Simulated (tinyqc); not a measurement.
Inside a calculation. Method: Born-Oppenheimer dynamics on the RHF/sto-3g surface (energies and gradients from PySCF), for HF, spin multiplicity 1. Computed by tinyqc, a small Python program that keeps every step (integrals from PySCF). Settings: charge = 0, multiplicity = 1, basis = sto-3g, time step (fs) = 1.0, steps = 24. Command: `OMP_NUM_THREADS=1 python tinyqc.py 29607 29608 out.jsonl` (the two numbers bound the seeds that draw the settings). One thread of a shared host (Intel(R) Xeon(R) Processor @ 2.60GHz), about 1 s of CPU time with the checks.

positions (bohr):
```
          x        y        z
1F  0.00000  0.00000  0.00000
2H  0.00000  0.00000  1.61005
```

The total energy should stay constant up to terms of order dt^2; the step counts as short enough if it moves by less than 2 % of the largest kinetic energy.

Trajectory:
```
time (fs)  1F-2H (angstrom)  potential (hartree)  kinetic (hartree)  total (hartree)
0.00000             0.85200          -98.5557455          0.0000049      -98.5557407
1.00000             0.90319          -98.5689210          0.0096861      -98.5592349
2.00000             0.99778          -98.5707103          0.0120464      -98.5586639
3.00000             1.06577          -98.5600508          0.0028267      -98.5572241
4.00000             1.07651          -98.5577353          0.0007137      -98.5570216
5.00000             1.02625          -98.5671786          0.0091312      -98.5580473
6.00000             0.93496          -98.5722808          0.0127261      -98.5595548
7.00000             0.85915          -98.5582497          0.0016461      -98.5566036
8.00000             0.87492          -98.5629699          0.0049747      -98.5579952
9.00000             0.96360          -98.5727629          0.0134386      -98.5593243
10.00000            1.04664          -98.5637923          0.0061509      -98.5576414
11.00000            1.07977          -98.5570041          0.0000101      -98.5569941
12.00000            1.05082          -98.5630198          0.0054650      -98.5575548
13.00000            0.97027          -98.5725713          0.0133512      -98.5592201
14.00000            0.87966          -98.5641824          0.0058843      -98.5582981
15.00000            0.85667          -98.5574064          0.0010843      -98.5563221
16.00000            0.92836          -98.5718440          0.0122960      -98.5595480
17.00000            1.02092          -98.5679519          0.0097950      -98.5581569
18.00000            1.07496          -98.5580780          0.0010350      -98.5570430
19.00000            1.06853          -98.5594696          0.0023057      -98.5571639
20.00000            1.00386          -98.5700838          0.0115559      -98.5585279
21.00000            0.90929          -98.5698222          0.0104612      -98.5593609
22.00000            0.85236          -98.5558770          0.0000890      -98.5557880
23.00000            0.89559          -98.5676160          0.0085963      -98.5590197
24.00000            0.98969          -98.5714275          0.0125859      -98.5588417
```

Is the time step short enough?

No. The total energy moves within 3.8e-03 hartree; that is over 2 % of the largest kinetic energy, so the time step is too long.
